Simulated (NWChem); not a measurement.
# Correlation energy of nitric oxide (NO)

```
N
O 1 1.1424
```
Charge 0, spin multiplicity 2.

Everything below was run with NWChem. Structure: optimised with UPBE0/def2-SVP, a minimum by its harmonic frequencies.

Basis set: 6-311G**. Each correlation energy counts from its own Hartree-Fock reference.

The correlated methods keep 2 core orbitals frozen. The Pople sets run with spherical d functions. The unpaired electrons of the parent sit in orbitals of symmetry b2 (C2v labels of the run); other states weren't searched. The stability of the SCF solutions was not checked. Open-shell Hartree-Fock references start from PBE0 orbitals. No row is a measurement; the coupled-cluster row has its own basis-set and correlation limits.

**Question.** One of these methods gave a correlation energy of -337.5 mHa. Which?
(A) UMP2
(B) CCSD[T] on UHF
(C) SCS-UMP2
(D) CCSD on UHF

**Answer.** A, UMP2. The others give -325.2 (SCS-UMP2), -344.5 (CCSD on UHF), -360.0 (CCSD[T] on UHF).
